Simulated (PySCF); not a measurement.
# NH4+: magnetic properties

Wanted: magnetic properties for NH4+ (`[NH4+]`).

Programs: PySCF 2.14.0, with routines of our own; each step states its level. All values are computed. Atoms count from 0.

## 1. The starting structure

5 atoms, charge 1, multiplicity 1; geometry from: GFN2-xTB.

## 2. Relaxing the molecule at PBE0-D3(BJ)/def2-SVP

What the job is given:

```
{"job": {"xc": "PBE0", "basis": "def2-SVP", "d3": "d3bj", "grid": 1, "kind": "geom"}, "charge": 1, "multiplicity": 1}
N      0.001742     0.000559    -0.003445
H      0.866582    -0.558275    -0.012119
H      0.184582     0.922645    -0.423535
H     -0.317972     0.123180     0.967583
H     -0.726312    -0.485257    -0.545669
```

Launch:

```sh
$ OMP_NUM_THREADS=1 python excited_run.py task.json out
```

One launch serves the whole session: the jobs run in the order shown.

Output:

```text
step   0  E = -56.78957970  max force = 0.000068
step   1  E = -56.78957640  max force = 0.000055
step   2  E = -56.78957641  max force = 0.000011
optimisation converged
```

Run time: 0.97 s. Hardware: 1 thread of Arm Neoverse V1, shared host.

Along the way:

```tsv
step	energy from step 0 (eV)	largest force component (eV/Å)
0	0.0000	0.0035
1	0.0001	0.0028
2	0.0001	0.0006
```

Distances of close pairs at the start and the end, largest changes first:

```tsv
bond	before (Å)	after (Å)	change (Å)
N0–H1	1.030	1.030	-0.000
N0–H4	1.030	1.030	+0.000
N0–H2	1.030	1.030	+0.000
N0–H3	1.030	1.030	+0.000
```

The next job starts from the end point, and lists it.

```tsv
at the end point	value
point group (found at 0.08 Å tolerance)	Td
rotational constants (GHz, main isotopes)	177.4, 177.4, 177.4
```

## 3. Magnetic properties: GIAO LC-wPBE/aug-pcSseg-2

What the job is given:

```
{"job": {"kind": "mag", "xc": "LC-wPBE", "basis": "aug-pcSseg-2"}, "charge": 1, "multiplicity": 1}
N     -0.006490     0.001332    -0.001104
H      0.898654    -0.489231     0.013892
H      0.108757     0.920770    -0.450071
H     -0.343175     0.130232     0.963378
H     -0.690394    -0.556296    -0.531703
```

Level: GIAO LC-wPBE/aug-pcSseg-2 magnetisability, rotational g tensor and spin-rotation constants, non-relativistic, gas phase.

Output:

```text
coarse grid: 3544 points
cycle   1  E = -56.8760282974  dE =  2.438e-01  |g| = 2.467e-01  |ddm| = 1.308e+00
cycle   2  E = -56.8922086076  dE = -1.618e-02  |g| = 1.670e-01  |ddm| = 1.992e-01
cycle   3  E = -56.8968927687  dE = -4.684e-03  |g| = 2.836e-02  |ddm| = 1.394e-01
cycle   4  E = -56.8970898795  dE = -1.971e-04  |g| = 2.488e-03  |ddm| = 2.624e-02
cycle   5  E = -56.8970917197  dE = -1.840e-06  |g| = 2.405e-04  |ddm| = 4.537e-03
final grid: 32480 points
cycle   6  E = -56.8963998301  dE = -4.174e-05  |g| = 5.405e-03  |ddm| = 3.838e-02
cycle   7  E = -56.8964042703  dE = -4.440e-06  |g| = 4.475e-03  |ddm| = 6.884e-03
cycle   8  E = -56.8964067078  dE = -2.438e-06  |g| = 1.059e-04  |ddm| = 3.093e-03
cycle   9  E = -56.8964067112  dE = -3.384e-09  |g| = 1.558e-05  |ddm| = 1.244e-04
cycle  10  E = -56.8964067113  dE = -1.049e-10  |g| = 1.098e-06  |ddm| = 4.480e-05
converged SCF energy = -56.8964067113

Magnetisability tensor (1e-30 J/T^2)
     -246.30        0.00       -0.00
        0.00     -246.30        0.00
       -0.00        0.00     -246.30
isotropic -246.30   principal values    -246.30   -246.30   -246.30
isotropic susceptibility -14.832 1e-6 cm^3/mol

Inertial axes            a          b          c
rot. const./GHz    177.3771   177.3664   177.3623
chi total           -14.832    -14.832    -14.832
chi diamagnetic     -19.542    -19.542    -19.542
chi paramagnetic      4.710      4.710      4.710
quadrupole/D A        0.000      0.000      0.000
g nuclear            0.9995     0.9994     0.9994
g electronic        -0.3925    -0.3925    -0.3925
g total              0.6070     0.6070     0.6070

Spin-rotation constants (kHz, H = +C I.J)
atom  isotope        aa         bb         cc
  0    14N        6.435      6.435      6.435
  1     1H      -14.931    -14.930    -14.930
  2     1H      -14.931    -14.930    -14.930
  3     1H      -14.931    -14.930    -14.930
  4     1H      -14.931    -14.930    -14.930
```

Run time: 4.9 s. Hardware: 1 thread of Arm Neoverse V1, shared host.

In short:

```tsv
quantity	value
magnetisability	-246·10⁻³⁰ J/T²
molar susceptibility	-14.8·10⁻⁶ cm³/mol
rotational g (a, b, c)	0.6070, 0.6070, 0.6070
```

## 4. Magnetic properties: GIAO B3LYP/aug-cc-pVTZ

What the job is given:

```
{"job": {"kind": "mag", "xc": "B3LYP", "basis": "aug-cc-pVTZ"}, "charge": 1, "multiplicity": 1}
N     -0.006490     0.001332    -0.001104
H      0.898654    -0.489231     0.013892
H      0.108757     0.920770    -0.450071
H     -0.343175     0.130232     0.963378
H     -0.690394    -0.556296    -0.531703
```

With the program's defaults for keys left out, this is: GIAO B3LYP/aug-cc-pVTZ magnetisability, rotational g tensor and spin-rotation constants, non-relativistic, gas phase.

Output:

```text
coarse grid: 3544 points
cycle   1  E = -56.9251698178  dE =  2.219e-01  |g| = 1.196e-01  |ddm| = 4.176e+00
cycle   2  E = -56.9294744684  dE = -4.305e-03  |g| = 2.895e-02  |ddm| = 3.620e-01
cycle   3  E = -56.9294910057  dE = -1.654e-05  |g| = 2.370e-02  |ddm| = 7.199e-02
cycle   4  E = -56.9295946731  dE = -1.037e-04  |g| = 2.330e-03  |ddm| = 3.371e-02
cycle   5  E = -56.9295957293  dE = -1.056e-06  |g| = 7.296e-05  |ddm| = 3.184e-03
final grid: 32480 points
cycle   6  E = -56.9252872809  dE = -2.810e-05  |g| = 6.022e-03  |ddm| = 7.899e-02
cycle   7  E = -56.9252828666  dE =  4.414e-06  |g| = 7.809e-03  |ddm| = 1.795e-02
cycle   8  E = -56.9252940726  dE = -1.121e-05  |g| = 3.654e-05  |ddm| = 1.013e-02
cycle   9  E = -56.9252940728  dE = -2.112e-10  |g| = 2.550e-06  |ddm| = 6.178e-05
converged SCF energy = -56.9252940728

Magnetisability tensor (1e-30 J/T^2)
     -245.56        0.00       -0.00
        0.00     -245.55        0.00
       -0.00        0.00     -245.55
isotropic -245.55   principal values    -245.56   -245.55   -245.55
isotropic susceptibility -14.788 1e-6 cm^3/mol

Inertial axes            a          b          c
rot. const./GHz    177.3771   177.3664   177.3623
chi total           -14.788    -14.788    -14.788
chi diamagnetic     -19.656    -19.656    -19.656
chi paramagnetic      4.868      4.868      4.868
quadrupole/D A       -0.000     -0.000     -0.000
g nuclear            0.9995     0.9994     0.9994
g electronic        -0.4056    -0.4056    -0.4056
g total              0.5939     0.5938     0.5938

Spin-rotation constants (kHz, H = +C I.J)
atom  isotope        aa         bb         cc
  0    14N        6.731      6.731      6.731
  1     1H      -15.206    -15.205    -15.205
  2     1H      -15.206    -15.205    -15.204
  3     1H      -15.206    -15.205    -15.205
  4     1H      -15.206    -15.205    -15.205
```

Wall time 2.5 s (1 thread of Arm Neoverse V1, shared host); peak memory 0.49 GiB.

Key values:

```tsv
quantity	value
magnetisability	-246·10⁻³⁰ J/T²
molar susceptibility	-14.8·10⁻⁶ cm³/mol
rotational g (a, b, c)	0.5939, 0.5938, 0.5938
```

## 5. Magnetic properties: GIAO B3LYP/def2-SVPD

What the job is given:

```
{"job": {"kind": "mag", "xc": "B3LYP", "basis": "def2-SVPD"}, "charge": 1, "multiplicity": 1}
N     -0.006490     0.001332    -0.001104
H      0.898654    -0.489231     0.013892
H      0.108757     0.920770    -0.450071
H     -0.343175     0.130232     0.963378
H     -0.690394    -0.556296    -0.531703
```

Method: GIAO B3LYP/def2-SVPD magnetisability, rotational g tensor and spin-rotation constants, non-relativistic, gas phase.

Output:

```text
coarse grid: 3544 points
cycle   1  E = -56.8549290379  dE =  2.233e-01  |g| = 1.060e-01  |ddm| = 2.172e+00
cycle   2  E = -56.8590804602  dE = -4.151e-03  |g| = 7.507e-03  |ddm| = 1.742e-01
cycle   3  E = -56.8590852578  dE = -4.798e-06  |g| = 6.351e-03  |ddm| = 2.538e-02
cycle   4  E = -56.8590929624  dE = -7.705e-06  |g| = 1.438e-03  |ddm| = 4.764e-03
final grid: 32480 points
cycle   5  E = -56.8602613756  dE = -9.874e-06  |g| = 6.966e-03  |ddm| = 2.034e-02
cycle   6  E = -56.8602552880  dE =  6.088e-06  |g| = 8.927e-03  |ddm| = 9.657e-03
cycle   7  E = -56.8602712662  dE = -1.598e-05  |g| = 3.812e-05  |ddm| = 5.510e-03
cycle   8  E = -56.8602712665  dE = -2.720e-10  |g| = 4.002e-06  |ddm| = 4.739e-05
converged SCF energy = -56.8602712665

Magnetisability tensor (1e-30 J/T^2)
     -244.42       -0.00       -0.00
       -0.00     -244.41        0.00
       -0.00        0.00     -244.41
isotropic -244.41   principal values    -244.42   -244.42   -244.41
isotropic susceptibility -14.719 1e-6 cm^3/mol

Inertial axes            a          b          c
rot. const./GHz    177.3771   177.3664   177.3623
chi total           -14.719    -14.719    -14.719
chi diamagnetic     -19.715    -19.715    -19.715
chi paramagnetic      4.996      4.996      4.996
quadrupole/D A        0.000      0.000      0.000
g nuclear            0.9995     0.9994     0.9994
g electronic        -0.4163    -0.4163    -0.4163
g total              0.5832     0.5831     0.5831

Spin-rotation constants (kHz, H = +C I.J)
atom  isotope        aa         bb         cc
  0    14N        6.038      6.038      6.038
  1     1H      -15.557    -15.556    -15.555
  2     1H      -15.556    -15.555    -15.555
  3     1H      -15.556    -15.556    -15.555
  4     1H      -15.556    -15.555    -15.555
```

Run time: 0.76 s. Hardware: 1 thread of Arm Neoverse V1, shared host.

In short:

```tsv
quantity	value
magnetisability	-244·10⁻³⁰ J/T²
molar susceptibility	-14.7·10⁻⁶ cm³/mol
rotational g (a, b, c)	0.5832, 0.5831, 0.5831
```

## 6. Magnetic properties: GIAO B3LYP/cc-pVTZ

What the job is given:

```
{"job": {"kind": "mag", "xc": "B3LYP", "basis": "cc-pVTZ"}, "charge": 1, "multiplicity": 1}
N     -0.006490     0.001332    -0.001104
H      0.898654    -0.489231     0.013892
H      0.108757     0.920770    -0.450071
H     -0.343175     0.130232     0.963378
H     -0.690394    -0.556296    -0.531703
```

Method: GIAO B3LYP/cc-pVTZ magnetisability, rotational g tensor and spin-rotation constants, non-relativistic, gas phase.

Output:

```text
coarse grid: 3544 points
cycle   1  E = -56.9251051711  dE =  2.213e-01  |g| = 1.188e-01  |ddm| = 4.125e+00
cycle   2  E = -56.9293359764  dE = -4.231e-03  |g| = 2.978e-02  |ddm| = 4.516e-01
cycle   3  E = -56.9293558088  dE = -1.983e-05  |g| = 2.422e-02  |ddm| = 7.661e-02
cycle   4  E = -56.9294644304  dE = -1.086e-04  |g| = 2.225e-03  |ddm| = 3.458e-02
cycle   5  E = -56.9294653930  dE = -9.626e-07  |g| = 6.949e-05  |ddm| = 3.092e-03
final grid: 32480 points
cycle   6  E = -56.9251573023  dE = -2.579e-05  |g| = 6.038e-03  |ddm| = 2.567e-02
cycle   7  E = -56.9251528597  dE =  4.443e-06  |g| = 7.833e-03  |ddm| = 1.836e-02
cycle   8  E = -56.9251641398  dE = -1.128e-05  |g| = 3.842e-05  |ddm| = 1.030e-02
cycle   9  E = -56.9251641400  dE = -2.342e-10  |g| = 2.914e-06  |ddm| = 6.527e-05
converged SCF energy = -56.9251641400

Magnetisability tensor (1e-30 J/T^2)
     -245.56        0.00       -0.00
        0.00     -245.56        0.00
       -0.00        0.00     -245.56
isotropic -245.56   principal values    -245.56   -245.56   -245.56
isotropic susceptibility -14.788 1e-6 cm^3/mol

Inertial axes            a          b          c
rot. const./GHz    177.3771   177.3664   177.3623
chi total           -14.788    -14.788    -14.788
chi diamagnetic     -19.652    -19.652    -19.652
chi paramagnetic      4.864      4.864      4.864
quadrupole/D A        0.000      0.000      0.000
g nuclear            0.9995     0.9994     0.9994
g electronic        -0.4053    -0.4053    -0.4053
g total              0.5942     0.5942     0.5941

Spin-rotation constants (kHz, H = +C I.J)
atom  isotope        aa         bb         cc
  0    14N        6.793      6.793      6.792
  1     1H      -15.196    -15.195    -15.195
  2     1H      -15.196    -15.195    -15.194
  3     1H      -15.196    -15.195    -15.194
  4     1H      -15.196    -15.195    -15.194
```

Run time: 1.3 s. Hardware: 1 thread of Arm Neoverse V1, shared host.

In short:

```tsv
quantity	value
magnetisability	-246·10⁻³⁰ J/T²
molar susceptibility	-14.8·10⁻⁶ cm³/mol
rotational g (a, b, c)	0.5942, 0.5942, 0.5941
```

## 7. Magnetic properties: GIAO B3LYP/3-21G

What the job is given:

```
{"job": {"kind": "mag", "xc": "B3LYP", "basis": "3-21G"}, "charge": 1, "multiplicity": 1}
N     -0.006490     0.001332    -0.001104
H      0.898654    -0.489231     0.013892
H      0.108757     0.920770    -0.450071
H     -0.343175     0.130232     0.963378
H     -0.690394    -0.556296    -0.531703
```

Method: GIAO B3LYP/3-21G magnetisability, rotational g tensor and spin-rotation constants, non-relativistic, gas phase.

Output:

```text
coarse grid: 3544 points
cycle   1  E = -56.5957789918  dE =  1.868e-01  |g| = 9.994e-02  |ddm| = 1.489e+00
cycle   2  E = -56.5985622339  dE = -2.783e-03  |g| = 6.526e-02  |ddm| = 1.955e-01
cycle   3  E = -56.5991944959  dE = -6.323e-04  |g| = 3.124e-02  |ddm| = 5.187e-02
cycle   4  E = -56.5993805993  dE = -1.861e-04  |g| = 8.926e-05  |ddm| = 1.645e-02
cycle   5  E = -56.5993806008  dE = -1.454e-09  |g| = 1.092e-06  |ddm| = 4.474e-05
final grid: 32480 points
cycle   6  E = -56.5953378332  dE =  4.473e-08  |g| = 3.725e-03  |ddm| = 3.674e-03
cycle   7  E = -56.5953363744  dE =  1.459e-06  |g| = 4.653e-03  |ddm| = 4.510e-03
cycle   8  E = -56.5953405145  dE = -4.140e-06  |g| = 1.368e-05  |ddm| = 2.474e-03
cycle   9  E = -56.5953405146  dE = -3.568e-11  |g| = 6.066e-07  |ddm| = 8.293e-06
converged SCF energy = -56.5953405146

Magnetisability tensor (1e-30 J/T^2)
     -249.75       -0.00       -0.00
       -0.00     -249.75        0.00
       -0.00        0.00     -249.75
isotropic -249.75   principal values    -249.75   -249.75   -249.75
isotropic susceptibility -15.040 1e-6 cm^3/mol

Inertial axes            a          b          c
rot. const./GHz    177.3771   177.3664   177.3623
chi total           -15.040    -15.040    -15.040
chi diamagnetic     -19.723    -19.723    -19.723
chi paramagnetic      4.683      4.683      4.683
quadrupole/D A        0.000      0.000      0.000
g nuclear            0.9995     0.9994     0.9994
g electronic        -0.3902    -0.3902    -0.3902
g total              0.6093     0.6093     0.6092

Spin-rotation constants (kHz, H = +C I.J)
atom  isotope        aa         bb         cc
  0    14N        5.036      5.036      5.035
  1     1H      -17.268    -17.267    -17.266
  2     1H      -17.267    -17.266    -17.266
  3     1H      -17.267    -17.266    -17.266
  4     1H      -17.267    -17.266    -17.266
```

Run time: 0.39 s. Hardware: 1 thread of Arm Neoverse V1, shared host.

In short:

```tsv
quantity	value
magnetisability	-250·10⁻³⁰ J/T²
molar susceptibility	-15.0·10⁻⁶ cm³/mol
rotational g (a, b, c)	0.6093, 0.6093, 0.6092
```

## 8. Magnetic properties: GIAO B3LYP/6-311+G(2d,p)

What the job is given:

```
{"job": {"kind": "mag", "xc": "B3LYP", "basis": "6-311+G(2d,p)"}, "charge": 1, "multiplicity": 1}
N     -0.006490     0.001332    -0.001104
H      0.898654    -0.489231     0.013892
H      0.108757     0.920770    -0.450071
H     -0.343175     0.130232     0.963378
H     -0.690394    -0.556296    -0.531703
```

With the program's defaults for keys left out, this is: GIAO B3LYP/6-311+G(2d,p) magnetisability, rotational g tensor and spin-rotation constants, non-relativistic, gas phase.

Output:

```text
coarse grid: 3544 points
cycle   1  E = -56.9230213816  dE =  2.287e-01  |g| = 1.175e-01  |ddm| = 1.186e+00
cycle   2  E = -56.9273711264  dE = -4.350e-03  |g| = 2.578e-02  |ddm| = 1.477e-01
cycle   3  E = -56.9273784792  dE = -7.353e-06  |g| = 2.162e-02  |ddm| = 1.658e-02
cycle   4  E = -56.9274656742  dE = -8.719e-05  |g| = 2.356e-03  |ddm| = 9.522e-03
cycle   5  E = -56.9274667675  dE = -1.093e-06  |g| = 6.323e-05  |ddm| = 9.491e-04
final grid: 32480 points
cycle   6  E = -56.9204792464  dE = -1.661e-05  |g| = 5.930e-03  |ddm| = 7.427e-03
cycle   7  E = -56.9204748906  dE =  4.356e-06  |g| = 7.675e-03  |ddm| = 5.279e-03
cycle   8  E = -56.9204858984  dE = -1.101e-05  |g| = 2.524e-05  |ddm| = 2.971e-03
cycle   9  E = -56.9204858985  dE = -1.038e-10  |g| = 3.176e-06  |ddm| = 1.159e-05
converged SCF energy = -56.9204858985

Magnetisability tensor (1e-30 J/T^2)
     -246.25        0.00       -0.00
        0.00     -246.24        0.00
       -0.00        0.00     -246.25
isotropic -246.25   principal values    -246.25   -246.25   -246.24
isotropic susceptibility -14.829 1e-6 cm^3/mol

Inertial axes            a          b          c
rot. const./GHz    177.3771   177.3664   177.3623
chi total           -14.829    -14.829    -14.829
chi diamagnetic     -19.685    -19.685    -19.685
chi paramagnetic      4.855      4.855      4.855
quadrupole/D A        0.000      0.000      0.000
g nuclear            0.9995     0.9994     0.9994
g electronic        -0.4046    -0.4046    -0.4046
g total              0.5949     0.5949     0.5949

Spin-rotation constants (kHz, H = +C I.J)
atom  isotope        aa         bb         cc
  0    14N        6.909      6.908      6.908
  1     1H      -15.725    -15.724    -15.723
  2     1H      -15.724    -15.723    -15.723
  3     1H      -15.724    -15.723    -15.723
  4     1H      -15.724    -15.723    -15.723
```

Wall time 0.78 s (1 thread of Arm Neoverse V1, shared host).

In short:

```tsv
quantity	value
magnetisability	-246·10⁻³⁰ J/T²
molar susceptibility	-14.8·10⁻⁶ cm³/mol
rotational g (a, b, c)	0.5949, 0.5949, 0.5949
```

## 9. Magnetic properties: GIAO B3LYP/6-31++G**

What the job is given:

```
{"job": {"kind": "mag", "xc": "B3LYP", "basis": "6-31++G**"}, "charge": 1, "multiplicity": 1}
N     -0.006490     0.001332    -0.001104
H      0.898654    -0.489231     0.013892
H      0.108757     0.920770    -0.450071
H     -0.343175     0.130232     0.963378
H     -0.690394    -0.556296    -0.531703
```

Method: GIAO B3LYP/6-31++G** magnetisability, rotational g tensor and spin-rotation constants, non-relativistic, gas phase.

Output:

```text
coarse grid: 3544 points
cycle   1  E = -56.9134845993  dE =  2.265e-01  |g| = 1.104e-01  |ddm| = 1.457e+00
cycle   2  E = -56.9176875013  dE = -4.203e-03  |g| = 9.653e-03  |ddm| = 1.305e-01
cycle   3  E = -56.9176926818  dE = -5.181e-06  |g| = 6.460e-03  |ddm| = 8.674e-03
cycle   4  E = -56.9177007073  dE = -8.025e-06  |g| = 1.645e-03  |ddm| = 4.393e-03
final grid: 32480 points
cycle   5  E = -56.9051180655  dE = -7.889e-06  |g| = 3.534e-03  |ddm| = 6.425e-03
cycle   6  E = -56.9051165427  dE =  1.523e-06  |g| = 4.523e-03  |ddm| = 4.349e-03
cycle   7  E = -56.9051206851  dE = -4.142e-06  |g| = 3.691e-05  |ddm| = 2.379e-03
cycle   8  E = -56.9051206854  dE = -2.540e-10  |g| = 5.395e-06  |ddm| = 2.253e-05
converged SCF energy = -56.9051206854

Magnetisability tensor (1e-30 J/T^2)
     -247.36        0.00        0.00
        0.00     -247.35        0.00
        0.00        0.00     -247.35
isotropic -247.35   principal values    -247.36   -247.35   -247.35
isotropic susceptibility -14.896 1e-6 cm^3/mol

Inertial axes            a          b          c
rot. const./GHz    177.3771   177.3664   177.3623
chi total           -14.896    -14.896    -14.896
chi diamagnetic     -19.687    -19.687    -19.687
chi paramagnetic      4.791      4.791      4.791
quadrupole/D A        0.000      0.000      0.000
g nuclear            0.9995     0.9994     0.9994
g electronic        -0.3992    -0.3992    -0.3992
g total              0.6002     0.6002     0.6002

Spin-rotation constants (kHz, H = +C I.J)
atom  isotope        aa         bb         cc
  0    14N        5.645      5.645      5.645
  1     1H      -15.382    -15.382    -15.381
  2     1H      -15.382    -15.381    -15.381
  3     1H      -15.382    -15.381    -15.381
  4     1H      -15.382    -15.381    -15.381
```

Wall time 0.66 s (1 thread of Arm Neoverse V1, shared host).

Key values:

```tsv
quantity	value
magnetisability	-247·10⁻³⁰ J/T²
molar susceptibility	-14.9·10⁻⁶ cm³/mol
rotational g (a, b, c)	0.6002, 0.6002, 0.6002
```

## 10. Magnetic properties: GIAO B3LYP/pcSseg-1

What the job is given:

```
{"job": {"kind": "mag", "xc": "B3LYP", "basis": "pcSseg-1"}, "charge": 1, "multiplicity": 1}
N     -0.006490     0.001332    -0.001104
H      0.898654    -0.489231     0.013892
H      0.108757     0.920770    -0.450071
H     -0.343175     0.130232     0.963378
H     -0.690394    -0.556296    -0.531703
```

Method: GIAO B3LYP/pcSseg-1 magnetisability, rotational g tensor and spin-rotation constants, non-relativistic, gas phase.

Output:

```text
coarse grid: 3544 points
cycle   1  E = -56.8843731969  dE =  2.328e-01  |g| = 1.089e-01  |ddm| = 1.544e+00
cycle   2  E = -56.8884591564  dE = -4.086e-03  |g| = 1.195e-02  |ddm| = 1.708e-01
cycle   3  E = -56.8884638017  dE = -4.645e-06  |g| = 7.882e-03  |ddm| = 8.148e-03
cycle   4  E = -56.8884743548  dE = -1.055e-05  |g| = 2.555e-03  |ddm| = 4.566e-03
cycle   5  E = -56.8884756339  dE = -1.279e-06  |g| = 2.872e-05  |ddm| = 1.196e-03
final grid: 32480 points
cycle   6  E = -56.8898349324  dE = -7.933e-06  |g| = 5.921e-03  |ddm| = 7.563e-03
cycle   7  E = -56.8898304761  dE =  4.456e-06  |g| = 7.689e-03  |ddm| = 5.967e-03
cycle   8  E = -56.8898417452  dE = -1.127e-05  |g| = 3.720e-05  |ddm| = 3.365e-03
cycle   9  E = -56.8898417454  dE = -2.534e-10  |g| = 4.125e-06  |ddm| = 1.881e-05
converged SCF energy = -56.8898417454

Magnetisability tensor (1e-30 J/T^2)
     -244.11        0.00        0.00
        0.00     -244.11        0.00
        0.00        0.00     -244.11
isotropic -244.11   principal values    -244.11   -244.11   -244.11
isotropic susceptibility -14.701 1e-6 cm^3/mol

Inertial axes            a          b          c
rot. const./GHz    177.3771   177.3664   177.3623
chi total           -14.701    -14.701    -14.701
chi diamagnetic     -19.745    -19.745    -19.745
chi paramagnetic      5.044      5.044      5.044
quadrupole/D A        0.000      0.000      0.000
g nuclear            0.9995     0.9994     0.9994
g electronic        -0.4203    -0.4203    -0.4203
g total              0.5792     0.5792     0.5791

Spin-rotation constants (kHz, H = +C I.J)
atom  isotope        aa         bb         cc
  0    14N        7.286      7.286      7.285
  1     1H      -15.257    -15.256    -15.255
  2     1H      -15.256    -15.255    -15.255
  3     1H      -15.256    -15.255    -15.255
  4     1H      -15.256    -15.255    -15.255
```

Run time: 0.63 s. Hardware: 1 thread of Arm Neoverse V1, shared host.

In short:

```tsv
quantity	value
magnetisability	-244·10⁻³⁰ J/T²
molar susceptibility	-14.7·10⁻⁶ cm³/mol
rotational g (a, b, c)	0.5792, 0.5792, 0.5791
```

[end of part 1 of 2]
